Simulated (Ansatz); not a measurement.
```yaml
crystal:
  periodic: [false, false, false]
  atoms:
    - {symbol: Si, position_ang: [-1.708494, -0.124551, -0.003100]}
    - {symbol: Se, position_ang: [0.638411, 0.029373, 0.001121]}
    - {symbol: H, position_ang: [-2.405924, 1.169497, -0.001414]}
basis:
  gaussian: {orbitals: def2-TZVP}
magnetization: {spin_polarized: true, initial_magnetization: 3}
hamiltonian: {xc: pbe0}
relax: {f_tol: 0.004, max_steps: 80}
```

```sh
$ ansatz run in.yaml --threads 1 --pin off --events-out ev --progress --plain --max-ram 2176MiB
```

Steps of the relaxation (energy above the last step; positions in Å, forces in eV/Å):

```
3
step 1, 16.3 meV
Si   -1.708   -0.125   -0.003    0.683   -0.324    0.000
Se    0.638    0.029    0.001   -0.401   -0.066   -0.001
H    -2.406    1.169   -0.001   -0.282    0.390    0.000
```

```
3
step 2, 0.6 meV
Si   -1.678   -0.112   -0.003    0.085   -0.124    0.000
Se    0.635    0.015    0.001   -0.029    0.006    0.000
H    -2.433    1.172   -0.001   -0.056    0.118    0.000
```

```
3
step 3, 0.0 meV
Si   -1.677   -0.118   -0.003   -0.001   -0.002    0.000
Se    0.632    0.017    0.001    0.007   -0.002    0.000
H    -2.431    1.175   -0.001   -0.006    0.004    0.000
```

```
3
step 4, 0.0 meV
Si   -1.677   -0.117   -0.003    0.000    0.000    0.000
Se    0.633    0.016    0.001    0.000    0.000    0.000
H    -2.432    1.175   -0.001    0.001    0.000    0.000
```

Close pairs at the end: Si1–H3 1.497 Å, Si1–Se2 2.313 Å.

A stationary point of unrestricted PBE0 after 4 steps, with ⟨S²⟩ = 3.759 against 3.75 for a pure state; no frequencies were run, so it isn't proven a minimum. 27 s on 1 thread of Intel Xeon Platinum 8488C, shared host.
